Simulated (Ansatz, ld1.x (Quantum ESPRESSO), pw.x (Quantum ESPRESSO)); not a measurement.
What a changed setting does to a pw.x run (fcc Cl)

Potential: norm-conserving RRKJ (Kleinman–Bylander form), ld1.x (Quantum ESPRESSO) 7.5, PBEsol; core [Ne], reference 3s1 3p6; waves: 3p (bound): rc 1.40 bohr; 3d channel at -0.1 Ry: rc 1.10 bohr; 3s (bound): rc 1.40 bohr; local part: the s channel; core correction: a·sin(br)/r model core inside 0.95 bohr.

The reference run (k-mesh 13³, cutoffs 85/340 Ry, Fermi–Dirac 0.01 Ry, mixing_beta 0.4, conv_thr 1e-9, no spin) gives -0.13 GPa at 19.300 Å³/atom, where all-electron LAPW gives -0.05 GPa. This run, with its own iteration cap, changes k-mesh points per axis to 8.

```
&control
  calculation='scf', prefix='x', pseudo_dir='./', outdir='./tmp', tstress=.true., disk_io='none'
/
&system
  ibrav=0, nat=1, ntyp=1, ecutwfc=85, ecutrho=340, nbnd=11,
  occupations='smearing', smearing='fd', degauss=0.01
/
&electrons
  conv_thr=1e-09, mixing_beta=0.4, electron_maxstep=60
/
ATOMIC_SPECIES
Cl 1.0 Cl.UPF
CELL_PARAMETERS angstrom
  0.00000000 2.12900054 2.12900054
  2.12900054 0.00000000 2.12900054
  2.12900054 2.12900054 0.00000000
ATOMIC_POSITIONS crystal
Cl 0.0000 0.0000 0.0000
K_POINTS automatic
8 8 8 0 0 0
```

```bash
pw.x < Cl.scf.in > Cl.scf.out
```

Q: How does the run end?

A: It converges in 6 iterations; the free energy moves by +3.2 meV/atom and the pressure by +0.05 GPa.

```
Message from routine setup:
     using ibrav=0 with symmetry is DISCOURAGED, use correct ibrav instead
     lattice parameter (alat)  =       5.6897  a.u.
     unit-cell volume          =     130.2429 (a.u.)^3
     number of electrons       =         7.00
     number of Kohn-Sham states=           11
     kinetic-energy cutoff     =      85.0000  Ry
     charge density cutoff     =     340.0000  Ry
     scf convergence threshold =      1.0E-09
     Exchange-correlation= PBESOL
     number of k points=    29  Fermi-Dirac smearing, width (Ry)=  0.0100
     iteration #  1     ecut=    85.00 Ry     beta= 0.40
     total energy              =     -31.09503312 Ry
     estimated scf accuracy    <       0.00497706 Ry
     iteration #  2     ecut=    85.00 Ry     beta= 0.40
     total energy              =     -31.09499764 Ry
     estimated scf accuracy    <       0.00065744 Ry
     iteration #  3     ecut=    85.00 Ry     beta= 0.40
     total energy              =     -31.09513009 Ry
     estimated scf accuracy    <       0.00000583 Ry
     iteration #  4     ecut=    85.00 Ry     beta= 0.40
     total energy              =     -31.09513074 Ry
     estimated scf accuracy    <       0.00000041 Ry
     iteration #  5     ecut=    85.00 Ry     beta= 0.40
     total energy              =     -31.09513082 Ry
     estimated scf accuracy    <          1.9E-09 Ry
     iteration #  6     ecut=    85.00 Ry     beta= 0.40
     the Fermi energy is     4.3986 ev
!    total energy              =     -31.09513082 Ry
     estimated scf accuracy    <          3.4E-11 Ry
     smearing contrib. (-TS)   =      -0.00686568 Ry
     The total energy is F=E-TS. E is the sum of the following terms:
     one-electron contribution =       0.89426556 Ry
     hartree contribution      =       3.07181604 Ry
     xc contribution           =      -7.13419842 Ry
     ewald contribution        =     -27.92014832 Ry
     convergence has been achieved in   6 iterations
          total   stress  (Ry/bohr**3)                   (kbar)     P=       -0.87
     Message from routine punch:
     Nothing written, as per user request (disk_io='none')
```

The run took about 5.8 s on one core of a shared host (Neoverse-V2, 96 threads, 742 GiB, load 49).
